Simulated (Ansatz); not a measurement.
# B3LYP/6-31G(d) (spherical functions) run of C2N2 (SMILES [C-]#[N+][N+]#[C-])

What is the vertical ionisation energy of C2N2 at B3LYP/6-31G* (spherical functions)? 

The calculation is run with Ansatz 0.2.0.

27 further runs of the same task are left out: 3 that didn't finish, 24 set aside as unsound or not needed.

## 1. Starting point

C2N2 has 4 atoms, charge 0, and is taken as a singlet. SMILES: `[C-]#[N+][N+]#[C-]`. The coordinates come from a PBE0-D4/def2-TZVP relaxation.

Bond lengths: C1–N2 1.175 Å, N2–N3 1.265 Å, N3–C4 1.175 Å. Angles: C1–N2–N3 180.0°, N2–N3–C4 180.0°.

## 2. The energy at B3LYP/6-31G(d) (spherical functions)

The input, molecule.yaml:

```yaml
crystal:
  periodic: [false, false, false]
  atoms:
    - {symbol: C, position_ang: [-0.612040, 1.680100, 0.265350]}
    - {symbol: "N", position_ang: [-0.214170, 0.587980, 0.092870]}
    - {symbol: N, position_ang: [0.214200, -0.587980, -0.092860]}
    - {symbol: C, position_ang: [0.612010, -1.680110, -0.265370]}
basis:
  gaussian: {orbitals: 6-31G_st_-spherical.json}
output: {orbitals: {seedname: orbitals}}
hamiltonian: {xc: {name: B3LYP}}
accuracy: high
```

The basis set 6-31G* is read from a file made from the Basis Set Exchange's data (not shown).

Command:

```console
ansatz run molecule.yaml --threads 1 --pin off --max-ram 3480MiB --events-out events.jsonl --progress --plain --runs-dir runs
```

Output:

```text
Warning: RAYON_NUM_THREADS=1 ignored (pool sized by the plan → 1); use --threads N
Functional definition: B3LYP
  name "B3LYP"
  parameter a0 = 0.2
  parameter ax = 0.72
  parameter ac = 0.81
  exchange = (1 - a0 - ax)*slater_x + ax*b88_x + a0*exact_x
  correlation = (1 - ac)*vwn_rpa_c + ac*lyp_c
1133 factors; integrals over basis functions are off by at most 3.3e-9 eV
mean field evaluation 1: about -5047.2143 eV, gradient 2.6e1 eV
mean field evaluation 2: about -5047.9802 eV, gradient 1.8e1 eV
mean field evaluation 4: about -5048.6933 eV, gradient 4.0e-1 eV
mean field evaluation 8: about -5048.6898 eV, gradient 1.5e-3 eV
mean field evaluation 16: about -5048.6898 eV, gradient 6.5e-7 eV
mean field -5048.68980117 eV, -185.5359280682 hartree, gradient 8.0e-9 eV, S^2 0.000000; 0 other end points of the search recorded, 0 dependent functions left out
reference -5048.68982902 eV, -185.5359290917 hartree; 13, 13 occupied and 43, 43 virtual orbitals, 1133 factors
Total energy: -5048.68982902 eV, -185.5359290917 hartree
```

Run time: 2.1 s. Hardware: 1 thread of Arm Neoverse V1, shared host; peak memory 0.13 GiB.

## 3. The doublet cation at the same level

The input, job.yaml:

```yaml
crystal:
  periodic: [false, false, false]
  atoms:
    - symbol: C
      position_ang: [-0.612040, 1.680100, 0.265350]
    - symbol: N
      position_ang: [-0.214170, 0.587980, 0.092870]
    - symbol: N
      position_ang: [0.214200, -0.587980, -0.092860]
    - symbol: C
      position_ang: [0.612010, -1.680110, -0.265370]
basis:
  gaussian:
    orbitals: 6-31G_st_-spherical.json
output:
  orbitals: {seedname: orbitals}
total_charge: 1
magnetization:
  spin_polarized: true
  initial_magnetization: 1
hamiltonian:
  xc: {name: B3LYP}
accuracy: high
```

The basis set 6-31G* is read from a file made from the Basis Set Exchange's data (not shown).

Command:

```console
ansatz run job.yaml --threads 1 --pin off --max-ram 3480MiB --events-out events.jsonl --progress --plain --runs-dir runs
```

Output, shortened:

```text
Warning: RAYON_NUM_THREADS=1 ignored (pool sized by the plan → 1); use --threads N
[... 7 set-up lines as earlier in the session ...]
1133 factors; integrals over basis functions are off by at most 3.3e-9 eV
mean field evaluation 1: about -5026.0593 eV, gradient 5.0e1 eV
mean field evaluation 2: about -4970.6798 eV, gradient 1.2e2 eV
mean field evaluation 4: about -5036.2535 eV, gradient 2.7e0 eV
mean field evaluation 8: about -5036.4450 eV, gradient 3.7e-1 eV
mean field evaluation 16: about -5036.4458 eV, gradient 6.4e-4 eV
mean field evaluation 32: about -5036.4458 eV, gradient 4.2e-8 eV
mean field -5036.44583287 eV, -185.0859705324 hartree, gradient 1.2e-8 eV, S^2 0.760514; 5 other end points of the search recorded, 0 dependent functions left out
reference -5036.44586237 eV, -185.0859716166 hartree; 13, 12 occupied and 43, 44 virtual orbitals, 1133 factors
Total energy: -5036.44586237 eV, -185.0859716166 hartree
```

Wall time 6.9 s (1 thread of Arm Neoverse V1, shared host); peak memory 0.18 GiB.

## 4. Results

At B3LYP/6-31G* (spherical functions):

```
                                          quantity          value
                        singlet C2N2: total energy  -185.53593 Eh
                         singlet C2N2: HOMO energy       -9.41 eV
                         singlet C2N2: LUMO energy       -1.73 eV
                       singlet C2N2: HOMO–LUMO gap        7.67 eV
                      doublet cation: total energy  -185.08597 Eh
doublet cation: HOMO energy (highest over α and β)      -16.13 eV
 doublet cation: LUMO energy (lowest over α and β)      -15.05 eV
                              doublet cation: ⟨S²⟩          0.761
vertical ionisation energy (to the doublet cation)      12.244 eV
```

What this shows: The vertical ionisation energy comes to 12.24 eV (1181 kJ/mol). The negative HOMO energy of the first species, 9.41 eV, lies 2.84 eV below that difference.
